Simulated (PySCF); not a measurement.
Compound: CH7BN (charge -1).
Atom-mapped SMILES: `[BH3-:1][NH:2][CH3:3]` (hydrogens: H4, H5, H6 on B1; H7 on N2; H8, H9, H10 on C3)

Computed, not measured: PBE0-D3(BJ)/def2-SVP geometry optimisation, gas phase in PySCF 2.14.0.

Problem. Give the optimised bond lengths and angles.

Solution. 
| bond | length (Å) |
| --- | --- |
| B1–N2 | 1.548 |
| N2–C3 | 1.428 |
| B1–H4, B1–H5 | 1.256 |
| B1–H6 | 1.275 |
| N2–H7 | 1.019 |
| C3–H8, C3–H10 | 1.110 |
| C3–H9 | 1.125 |

Bonds in one row agree within 0.01 Å and their mean is given. A selection of angles:
| angle | degrees |
| --- | --- |
| N2–B1–H4 | 109.9 |
| N2–B1–H6 | 113.0 |
| H4–B1–H5 | 108.8 |
| H4–B1–H6 | 107.3 |
| B1–N2–C3 | 114.4 |
| B1–N2–H7 | 109.1 |
| C3–N2–H7 | 108.5 |
| N2–C3–H8 | 109.6 |
| N2–C3–H9 | 116.0 |
| N2–C3–H10 | 113.0 |
| H8–C3–H9 | 104.7 |

B1 (four-coordinate boron) is tetrahedral (angles from 107.3° to 113.0°). N2 (boron-bound nitrogen) is pyramidal (angles 114.4°, 109.1° and 108.5°, sum 332.0°, 0.40 Å off the plane of its three neighbours).

No frequency check. The geometry's basis has no diffuse functions, a weakness for an anion.
